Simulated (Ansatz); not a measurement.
System (SMILES): [SiH2] (SiH2) (closed-shell singlet).
Atoms: Si1, H2, H3. Bonds: Si1-H2, Si1-H3.

Basis-set convergence of the lowest harmonic wavenumber at HF with Ansatz (a quantum-chemistry and plane-wave program). Each level at its own minimum, finite differences of forces, unscaled; the reference is a large set that could be run, not a limit. All functions are spherical. The program fits the integrals of some runs and decomposes those of others, by size. A restricted Hartree-Fock determinant is unstable towards unrestricted orbitals. No added dispersion term, no relativity. Reference: the value in def2-QZVPPD, 1104 cm⁻¹. Deviations are taken from unrounded values.

```json
[
 {"basis": "STO-3G", "functions": "11", "lowest harmonic wavenumber (cm⁻¹)": "1471", "minus reference (cm⁻¹)": "367"},
 {"basis": "pcseg-0", "functions": "17", "lowest harmonic wavenumber (cm⁻¹)": "1120", "minus reference (cm⁻¹)": "16"},
 {"basis": "cc-pV(D+d)Z", "functions": "33", "lowest harmonic wavenumber (cm⁻¹)": "1105", "minus reference (cm⁻¹)": "0"},
 {"basis": "def2-SVPD", "functions": "40", "lowest harmonic wavenumber (cm⁻¹)": "1106", "minus reference (cm⁻¹)": "2"},
 {"basis": "aug-pcseg-1", "functions": "45", "lowest harmonic wavenumber (cm⁻¹)": "1109", "minus reference (cm⁻¹)": "5"},
 {"basis": "def2-TZVPP", "functions": "70", "lowest harmonic wavenumber (cm⁻¹)": "1105", "minus reference (cm⁻¹)": "0"},
 {"basis": "6-311++G(3df,3pd)", "functions": "83", "lowest harmonic wavenumber (cm⁻¹)": "1104", "minus reference (cm⁻¹)": "0"},
 {"basis": "cc-pV(Q+d)Z", "functions": "124", "lowest harmonic wavenumber (cm⁻¹)": "1105", "minus reference (cm⁻¹)": "0"},
 {"basis": "pcseg-3", "functions": "130", "lowest harmonic wavenumber (cm⁻¹)": "1104", "minus reference (cm⁻¹)": "0"}
]
```

The smallest set listed that lies within 10 cm⁻¹ of the reference with all its larger relatives (same family, alike in diffuse functions; a set with none counts only in the reference's own line) is cc-pV(D+d)Z (33 functions, 0 cm⁻¹ off). Inside, with no larger relative to test it: 6-311++G(3df,3pd), pcseg-3. (Relatives not listed, tested too: def2-TZVPD 0, cc-pV(T+d)Z 0, def2-TZVPPD 0, aug-pcseg-2 1, def2-QZVP 0, def2-QZVPP 0, def2-QZVPPD 0 cm⁻¹.)
